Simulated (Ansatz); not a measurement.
Ideal-gas functions of `OC1(F)C=C1` at 298.15 K and 1 bar, from an Ansatz frequency run at PBE0-D4/def2-TZVP.

Molar mass 74.05 g/mol, point group C1 (symmetry number 1), electronic degeneracy 1, moments of inertia 60.371, 87.252, 116.348 u Å². Harmonic wavenumbers (cm⁻¹, unscaled): 236, 394, 426, 499, 525, 700, 796, 925, 945, 953, 1083, 1131, 1268, 1439, 1694, 3254, 3293, 3838.

Use S(trans) = R[1.5 ln M + 2.5 ln T − 1.1517]; rotational temperatures θ = 24.2544 K / I; S(rot) = R[ln(√π/σ · √(T³/θAθBθC)) + 1.5]; for each mode x = 1.438777 ν̃/T, S = R[x/(eˣ − 1) − ln(1 − e⁻ˣ)] and H = RT x/(eˣ − 1); 1 cm⁻¹ = 0.0119627 kJ/mol; R = 8.31446 J/(mol·K).

Q: By hand: the entropy, in J/(mol·K).

A: Translation 162.5. Rotation: θ = 0.4018, 0.278, 0.2085 K, giving 103.9. Vibration, mode by mode: 7.67, 4.12, 3.65, 2.76, 2.50, 1.28, 0.88, 0.53, 0.49, 0.47, 0.28, 0.23, 0.13, 0.06, 0.02, 0.00, 0.00, 0.00, in all 25.1. Electronic 0.0. Sum 291.5 J/(mol·K).

Q: By hand: H − E and G − E in kJ/mol, counted from the electronic energy.

A: Zero-point energy ½ × 23399 × 0.0119627 = 140.0; thermal vibration 5.1; translation, rotation and pV give 4 RT = 9.9. H − E = 155.0 kJ/mol, and G − E = 155.0 − 298.15 × 291.5/1000 = 68.1 kJ/mol.

Vibration gives 9 % of the entropy. The sum counts one conformer and one mirror image; others add a mixing term.
